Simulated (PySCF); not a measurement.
Ionisation energy of C by level of theory

C [He] 2s2 2p2 (3P) → C⁺ [He] 2s2 2p1 (2P), as a difference of total energies. Calculation: PySCF 2.14, in ANO-RCC-VQZP (5s4p3d2f1g, 55 functions); scalar relativity by spin-free X2C-1e. Correlated levels: valence: 1s2 frozen; valence and next inner shell: nothing frozen. The calculations carry no spin-orbit coupling.

```tsv
method	ionisation energy (eV)
UHF	10.796
LDA	11.689
PBE	11.537
PBE0	11.513
r2SCAN	11.668
B97-3	11.430
wB97X-V	11.346
TPSSh	11.460
BP86	11.587
MP2 (valence)	11.275
SCS-MP2 (valence)	11.141
MP2 (valence and next inner shell)	11.298
SCS-MP2 (valence and next inner shell)	11.158
```

How much does correlation contribute at MP2 (valence and next inner shell)?

11.298 − (10.796) = 0.502 eV, measured against UHF.

Errors of the correlated levels include the incompleteness of this basis and the frozen core.

For comparison: 11.262 eV (measured; NIST levels, between the centres of gravity of the two terms).
